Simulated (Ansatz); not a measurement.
hcp Re, treated with PBEsol (Ansatz, a quantum-chemistry and plane-wave program, PAW).

Settings: plane-wave cutoff 520 eV, 18×18×12 k mesh (along the axes of the cell as run), Fermi–Dirac smearing 0.1 eV, perturbation theory, no spin polarisation, scalar-relativistic PAW data made under PBE.

Computed at the level's own relaxed cell.

```xyz
2
Lattice="2.7508 0.0000 0.0000 -1.3754 2.3822 0.0000 0.0000 0.0000 4.4416" Properties=species:S:1:pos:R:3 pbc="T T T"
Re     1.3754     0.7941     3.3312
Re     0.0000     1.5881     1.1104
```

Harmonic phonon frequencies (cm⁻¹; i marks an imaginary mode):

```
q point              frequencies
-------  -----------------------
Γ              0 0 0 107 118 118
M        113 118 122 171 199 205
K        129 155 155 162 193 193
```

No imaginary mode appears at these points.
